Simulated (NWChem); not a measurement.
Ionisation of nitrogen trifluoride (F3N)

```
N
F 1 1.3680
F 1 1.3681 2 102.35
F 1 1.3681 2 102.35 3 105.78
```
Charge 0, spin multiplicity 1.

The numbers come from NWChem runs, not from measurements. The geometry was optimised at B3LYP/def2-SVP, a minimum by its harmonic frequencies.

Basis set: def2-TZVP. −ε marks an orbital energy of the parent.

B3LYP has NWChem's definition, with VWN1-RPA local correlation.

One of these methods gave a first vertical ionisation energy of 10.01 eV. Which?
(A) −ε(HOMO) of HF
(B) −ε(HOMO) of B3LYP
(C) −ε(HOMO) of M06-2X
(D) −ε(HOMO) of PBE

B, −ε(HOMO) of B3LYP. The others give 8.33 (−ε(HOMO) of PBE), 12.09 (−ε(HOMO) of M06-2X), 15.17 (−ε(HOMO) of HF).
